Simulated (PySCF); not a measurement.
## Working with the constants of Cl2

RHF-CCSD(T) constants of Cl2, ¹Σg⁺ (singlet), closed shell (PySCF, no relativity, basis sets Cl def2-TZVPP; masses 34.9689 and 34.9689 u):

| Property | Result |
| --- | --- |
| ωe | 545.8 cm⁻¹ |
| ωexe | 2.6 cm⁻¹ |
| Be | 0.23891 cm⁻¹ |
| αe | 0.00144 cm⁻¹ |
| D (centrifugal) | 1.83e-07 cm⁻¹ |
| De to Cl + Cl | 2.30 eV |

**Question.** Give the vibrational terms G(v) and spacings up to v = 6.

**Answer.** G(v) = ωe(v+½) − ωexe(v+½)².

| v | G(v) (cm⁻¹) | G(v) − G(v−1) | Bv (cm⁻¹) |
| --- | --- | --- | --- |
| 0 | 272.2 |  | 0.2382 |
| 1 | 812.8 | 540.6 | 0.2368 |
| 2 | 1348.2 | 535.4 | 0.2353 |
| 3 | 1878.4 | 530.2 | 0.2339 |
| 4 | 2403.4 | 525.0 | 0.2324 |
| 5 | 2923.2 | 519.8 | 0.2310 |
| 6 | 3437.8 | 514.6 | 0.2296 |

**Question.** How well does the Morse estimate ωe²/(4ωexe) reproduce De, and what is D0?

**Answer.** It gives 3.55 eV, 154 % of the computed De. D0 = De − G(0) = 2.30 − 0.03 = 2.27 eV.

Measured values (Huber and Herzberg, Constants of Diatomic Molecules (1979)): ωe = 559.72 cm⁻¹, ωexe = 2.675 cm⁻¹, Be = 0.24399 cm⁻¹, αe = 0.00149 cm⁻¹.

Correlated steps freeze 10 core orbitals. Where the molecule has an RHF reference, its open-shell atoms are computed with UHF.
